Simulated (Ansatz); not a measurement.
We consider fcc Al, described by r²SCAN-D4 (plane waves, PAW; Ansatz, a first-principles code).

Run with plane-wave cutoff 560 eV, 24×24×24 k mesh, Fermi–Dirac smearing 0.05 eV, scalar-relativistic PAW data made under PBE.

Energies at three volumes about the minimum:

```csv
V (Å³/atom),E − E_lowest (meV/atom)
15.394,2.00
15.708,0.00
16.022,1.79
```

Fit a parabola by hand: where is the minimum, what lattice constant follows, and what is the bulk modulus?

Slopes: (0.00 − 2.00)/(15.708 − 15.394) = -6.369 and (1.79 − 0.00)/(16.022 − 15.708) = 5.701 meV/Å³. Curvature E″ = 2 × (5.701 − (-6.369))/(16.022 − 15.394) = 38.439 meV/Å⁶. From the middle of the first interval, the slope vanishes at V0 = 15.5510 − (-6.369)/38.439 = 15.717 Å³/atom. B = V0 E″ = 15.717 × 38.439 meV/Å³ × 0.1602 GPa per meV/Å³ = 96.8 GPa. With 4 atoms in the cube, a = (4 × 15.717)^(1/3) = 3.976 Å. The full Birch–Murnaghan fit to all volumes gives V0 = 15.711 Å³/atom and B0 = 96.1 GPa.

Measured, for comparison: bulk modulus 80.8 GPa (corrected for temperature and zero-point phonon effects, our sources range from 77.1 to 82.0; as tabulated in Levämäki et al. (2014), arXiv:1402.3671); lattice constant a 4.018 Å (static lattice: zero-point anharmonic expansion removed; as tabulated in Mejia-Rodriguez and Trickey (2018), arXiv:1807.09216). Computed (rounded) less measured: bulk modulus +19 % (+17 % to +25 % over the range).
